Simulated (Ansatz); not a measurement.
# Relaxing gadolinium (hcp)

Theory: DFT, revPBE, plane waves (420 eV) with PAW, scalar-relativistic (Ansatz 0.2.0). (PAW data from PBE, frozen cores regenerated.)

k-point mesh 10×10×6, Fermi-Dirac smearing 0.05 eV, starting moments 7.00 ×2 μB. Cell and atoms relax.

Starting structure:

```
CELL_PARAMETERS angstrom
3.63600 0.00000 0.00000
-1.81800 3.14887 0.00000
0.00000 0.00000 5.78260
ATOMIC_POSITIONS crystal
Gd 0.33333 0.66667 0.25000
Gd 0.66667 0.33333 0.75000
```

The pressure at the start is 1.8 GPa. By how much does the volume change?

From 33.10 to 34.88 Å³ per atom, 5.4 %. The final cell has a = 3.692 Å, c = 5.910 Å (c/a = 1.601).

How much energy does the relaxation gain?

10.0 meV per atom.

Path of the relaxation (the plane waves are chosen anew near the end, which can shift the energy a little):

```
step  E − E(final) (meV/atom)  V (Å³/atom)  P (GPa)  max force (eV/Å)
   0                    10.04       33.103     1.82             0.000
   1                     0.56       34.665     0.21             0.000
   2                     0.43       34.881     0.01             0.000
   3                     0.00       34.881     0.03             0.000
```

Which magnetic state does it end in?

ferromagnetic, net 7.70 μB per atom; moments 7.39 ×2 μB.

Open f shells have many self-consistent states, so the state found may not be the lowest.
